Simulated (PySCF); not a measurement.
Gas-phase reaction: 2 AlCl3.H2O + H2 + 4 O = 2 Al(OH)3 + 3 Cl2

Energies from PySCF, thermal terms from the rigid-rotor harmonic-oscillator model, ideal gas at 1 bar. † marks an energy on the PBE0/def2-TZVP geometry and frequencies. CCSD(T) freezes the core. Open shells (unrestricted): O (multiplicity 3, electronic degeneracy 9); the rest are closed-shell singlets. Spin-orbit splitting is ignored; it lowers the true energy and changes the entropy of O. Adducts (AlCl3.H2O) have no counterpoise correction, and HF, PBE, BLYP, B3LYP and PBE0 lack dispersion. AlCl3.H2O, Al(OH)3: computed as isolated molecules; such fragments, hydroxides, amides, oligomers or adducts are transient or little studied in the gas. CCSD(T) isn't extrapolated to the basis-set limit; its ΔH°(298 K) is -740.5 kJ in def2-SVP and -987.2 kJ in def2-TZVPP. The harmonic model lacks anharmonicity and excited electronic states, which grow with temperature; levels with a mode under 35 cm⁻¹ are left out. Soft modes under 120 cm⁻¹ make the harmonic entropy rough for AlCl3.H2O.

ΔH° and ΔS° at 298 K: BLYP/def2-TZVP† -1196 kJ, -256 J/K; CCSD(T)/def2-SVP† -741 kJ, -256 J/K; CCSD(T)/def2-TZVPP† -987 kJ, -256 J/K.

Question: With the heat capacities included, give log10 K (1 bar) at 800, 1400, 1800, 2000, 2500 K from BLYP/def2-TZVP†, CCSD(T)/def2-SVP†, CCSD(T)/def2-TZVPP†.

Answer: 
```tsv
T (K)	BLYP/def2-TZVP†	CCSD(T)/def2-SVP†	CCSD(T)/def2-TZVPP†
800	64.1	34.4	50.5
1400	30.1	13.2	22.4
1800	20.0	6.8	14.0
2000	16.5	4.6	11.0
2500	10.0	0.5	5.7
```
